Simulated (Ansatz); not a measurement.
SnH$_{3}$, doublet: the ladder up to full CI

Geometry: a point of a stretch scan, not a stationary point.

```yaml
atoms:
  - { symbol: Sn, position_ang: [0.0008, 0.0013, -0.0146] }
  - { symbol: H, position_ang: [1.6178, 0.0148, 0.5563] }
  - { symbol: H, position_ang: [-0.8224, 1.3962, 0.5488] }
  - { symbol: H, position_ang: [-0.8882, -1.5656, 0.6110] }
```

Basis def2-SVP with its core potentials; Ansatz 0.2.0. Correlated methods freeze the noble-gas cores and the filled d shells of p-block atoms, which leaves 7 electrons in 32 orbitals. Prefix R: restricted or restricted open-shell reference; prefix U: unrestricted. Active spaces: pair = (3e, 3o) about the gap; valence = (7e, 7o) chosen from the atoms' valence shells. No spin–orbit coupling is included; scalar relativity enters through the core potentials alone.

Full CI is exact within this basis and frozen core; it isn't the basis-set limit. The frozen core follows each run's orbitals, which can shift R against U totals by a few meV for light atoms and by up to 0.1 eV past Ca.

The UHF ⟨S²⟩ is 0.753. The T1 diagnostic (RCCSD) is 0.0158 and the largest doubles amplitude (RCCSD) is 0.067.

```csv
level,E − E(full CI) (kJ/mol),share of correlation (%),wall time
RHF,293.9,0.00,–
RMP2,74.7,74.58,–
RCCSD,7.4,97.49,–
RCCSD(T),1.9,99.36,1.4 s
BCCD(T),1.8,99.38,1.2 s
RCCSDT,0.1,99.97,–
RCCSDT(Q),0.0,100.01,8 s
RCCSDTQ,-0.1,100.02,13 s (H100)
CASSCF (pair space),245.4,16.49,–
NEVPT2 (pair space),66.1,77.52,0.67 s
MRCISD (pair space),12.8,95.65,–
MRCISD+Q (pair space),-1.3,100.44,1.1 s
CASSCF (valence space),159.9,45.59,–
NEVPT2 (valence space),48.3,83.57,1.8 s
NEVPT4(SD) (valence space),6.1,97.93,2.3 s
MRCISD (valence space),5.0,98.30,–
MRCISD+Q (valence space),-0.6,100.19,2.3 s
```

The correlation energy at full CI, counted from RHF, is -3.046 eV. That run took 13 s on 2 threads of AMD EPYC 7R13 with a shared H100 80 GB, shared host over 89,179,650 determinants.

Run but not shown, since their state, orbitals or frozen core can't be matched to the reference's or they repeat it: UHF, UMP2, UCCSD, UCCSD(T), UCCSDT, UCCSDT(Q), UCCSDTQ.

Times hold each run's SCF and search for its determinant on a shared host, so for small cases they say little of a method's own cost; rows without a card ran on 1 thread of AMD EPYC 7R13. Some runs computed forces too.

More than 5 meV below full CI, which no variational method can be: MRCISD+Q (pair space), MRCISD+Q (valence space).

The full-CI state has the irrep A' of Cs, in the program's axes.

Natural occupations of full CI about the gap: 1.964 1.946 1.937 0.992 0.045 0.030 0.027 0.008 0.007 0.007; effectively unpaired electrons, Σ n²(2−n)², 1.05.
